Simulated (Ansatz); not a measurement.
## Ansatz (development build ahead of 0.2.0) run

```yaml
crystal:
  periodic: [false, false, false]
  atoms:
    - { symbol: B, position_ang: [0.0, 0.0, -1.33639] }
    - { symbol: C, position_ang: [0.0, 0.0, 0.18268] }
    - { symbol: O, position_ang: [0.0, 0.0, 1.3146] }
    - { symbol: H, position_ang: [0.0, -1.18109, -1.64365] }
    - { symbol: H, position_ang: [-1.02285, 0.59055, -1.64365] }
    - { symbol: H, position_ang: [1.02285, 0.59055, -1.64365] }
basis:
  gaussian: { orbitals: cc-pVDZ }
hamiltonian:
  xc: hf
correlation:
  method: mp2
  frozen_orbitals: { B: 1, C: 1, H: 0, O: 1 }
```

The input is written out in the form of the current development build from the run's settings.

Results

```
Converged                       : yes
Reference energy                : -139.15093 hartree
Correlation energy              : -0.40771 hartree
Total energy                    : -139.55864 hartree
Spin squared of the determinant : 0.000
```
